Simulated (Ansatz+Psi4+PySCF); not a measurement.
Values are calculated unless marked as measured or tabulated.
Input for PySCF 2.14.0:

```python
from pyscf import gto, scf, mp

mol = gto.M(atom="""
C 0.717870 0.049330 0.836810
C -0.117870 0.550670 -0.236810
H 0.349170 -0.025580 1.854490
H 1.740090 -0.267790 0.658650
H -0.148220 1.606260 -0.485920
H -0.741030 -0.112880 -0.827230
""", basis='cc-pvtz', charge=0, spin=0)
mf = scf.RHF(mol)
mf.kernel()
pt = mp.MP2(mf, frozen=2).run()
print(mf.e_tot, pt.e_corr, pt.e_tot)
```

The script is written out from the run's settings.

The run gave:

| Property | Result |
| --- | --- |
| Converged | yes |
| Reference energy | -77.89099 hartree |
| Correlation energy | -0.35678 hartree |
| Total energy | -78.24777 hartree |
| Spin squared of the determinant | 0.000 |

Messages of the program:
```
WARN: HOMO -0.103116163943569 == LUMO -0.103115667607079
WARN: HOMO -0.103116163943569 == LUMO -0.103115667607079
```

Caution: large amplitudes, a single reference is doubtful; an unrestricted determinant lies well below.
